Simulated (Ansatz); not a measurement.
**Which level was it?**

The species is BCl (2 atoms), meant as a singlet with charge 0. As SMILES, `[B]Cl`. Geometry: relaxed at PBE0-D4/def2-TZVP.

```tsv
atom	x (Å)	y (Å)	z (Å)
B	0.0000	0.0000	-0.0697
Cl	0.0000	0.0000	1.6482
```

A calculation with Ansatz 0.2.0 gave:

```yaml
total_energy: -485.0215 Eh
HOMO_energy: -7.29 eV
LUMO_energy: -2.17 eV
HOMO–LUMO_gap: 5.12 eV
```

Which of these levels gave the numbers?
A. B2PLYP/def2-TZVPPD
B. PBE/def2-TZVPPD
C. revPBE/def2-TZVPPD
D. B3LYP/def2-TZVPPD

D. The others give -484.7724 Eh (PBE/def2-TZVPPD), -484.8500 Eh (B2PLYP/def2-TZVPPD), -484.9146 Eh (revPBE/def2-TZVPPD).
